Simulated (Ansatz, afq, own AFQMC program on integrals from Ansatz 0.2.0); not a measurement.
## CH₄N⁺, singlet: AFQMC among the cluster methods

```xyz
6

N    -0.0887    0.0000    0.6446
C     0.0848    0.0000   -0.7305
H     0.2213   -0.8326    1.1206
H     0.2213    0.8326    1.1206
H    -0.1102   -0.9302   -1.2469
H    -0.1102    0.9302   -1.2469
```

Connectivity, by distances: NH2–CH2.

Basis 6-31G. Noble-gas cores (and the filled d shells of Ga–Kr and In–Xe) are frozen. Ansatz 0.2.0 and our own AFQMC program on the same integrals; the CISD trial comes from CCSD amplitudes, and released means the phaseless constraint is let go. ± is one standard error of the sampling.

Determinant: RHF, the one that the program's search chose, which needn't be the lowest solution. The geometry is a PBE0/def2-TZVP stationary point of this or a neighbouring charge and spin state.

No full CI on the walks' own integrals is used here; CCSDT(Q) serves as the reference and is uncertain by about the last step of the cluster series.

Cautions: higher spins were not checked; restricted determinant unstable towards unrestricted (UHF 3 meV lower, ⟨S²⟩ 0.07); strong correlation (T1 0.029, weight of the determinant 0.88, largest double 0.16).

```
T1 diagnostic                               : 0.0290
weight of the determinant in the CISD state : 0.884
size of the correlated space                : 12 electrons in 24 orbitals
```

Reference: CCSDT(Q), correlation energy -6.347 eV. The released energy is read at 2.40 1/Eh (meV from the phaseless value at times in 1/Eh: -10 ± 12 at 0.24, -22 ± 11 at 0.51, -4 ± 11 at 0.99, -34 ± 10 at 1.62, -16 ± 14 at 2.40).

```tsv
level	E − E(reference) (kcal/mol)	share of correlation (%)
HF	146.35	0.00
MP2	19.94	86.37
CCSD	5.07	96.53
CCSD(T)	0.63	99.57
CCSDT	0.37	99.74
ph-AFQMC/HF	-3.67 ± 1.35	102.51
ph-AFQMC/CISD	0.51 ± 0.19	99.65
released AFQMC	0.14 ± 0.32	99.91
```

A walk keeps the symmetry of its determinant, which the program's search chose and which needn't be the lowest solution, so a lower state of the same spin and another symmetry isn't excluded. Released energies are given only where the last usable release times agree within the noise; a slower fall can still hide under it.
